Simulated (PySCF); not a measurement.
Simulated outer-valence photoelectron spectrum of ethanethiol (`CCS`). The calculation used EOM-IP-CCSD/aug-cc-pVDZ in PySCF, restricted Hartree–Fock reference, 7 core orbitals frozen, non-relativistic, gas phase, PBE0-D3(BJ)/def2-SVP geometry.

Each root has a Gaussian of 0.6 eV full width with its one-hole share as area; cross sections and vibrations are left out, and the highest printed point is 100.

(ionisation energy (eV), intensity): (8.4, 2), (8.6, 11), (8.8, 41), (9.0, 83), (9.2, 90), (9.4, 53), (9.6, 17), (9.8, 3), (10.0, 0), (10.2, 0), (10.4, 0), (10.6, 0), (10.8, 1), (11.0, 10), (11.2, 38), (11.4, 80), (11.6, 92), (11.8, 57), (12.0, 23), (12.2, 24), (12.4, 61), (12.6, 96), (12.8, 96), (13.0, 91), (13.2, 100), (13.4, 84), (13.6, 54), (13.8, 61), (14.0, 91), (14.2, 84), (14.4, 47), (14.6, 38), (14.8, 70), (15.0, 93), (15.2, 70), (15.4, 33), (15.6, 32), (15.8, 67), (16.0, 93), (16.2, 70), (16.4, 28), (16.6, 6), (16.8, 1)

Q: Where are the maxima, and how many lines lie under the curve?

A: 7 maxima, at 9.1, 11.5, 12.7, 13.2, 14.1, 15.0 and 16.0 eV, from 7 lines.

Q: List the lines with their holes.

A: 
| E (eV) | leading hole (HF orbital) | area | Koopmans (eV) |
| --- | --- | --- | --- |
| 9.13 | HOMO | 0.96 | 9.67 |
| 11.54 | HOMO-1 | 0.96 | 12.15 |
| 12.64 | HOMO-2 | 0.96 | 13.42 |
| 13.26 | HOMO-3 | 0.95 | 14.18 |
| 14.08 | HOMO-4 | 0.95 | 15.11 |
| 15.00 | HOMO-5 | 0.95 | 16.05 |
| 16.01 | HOMO-6 | 0.94 | 17.25 |

The widest gap, 2.41 eV, lies between 9.13 and 11.54 eV. Only orbitals with −ε under 21 eV, eight at most, were ionised, so the high end of the curve may lack lines.

The values belong to the conformer `[CH3:1][CH2:2][SH:3]`: H–S3–C2–C1 -64°.
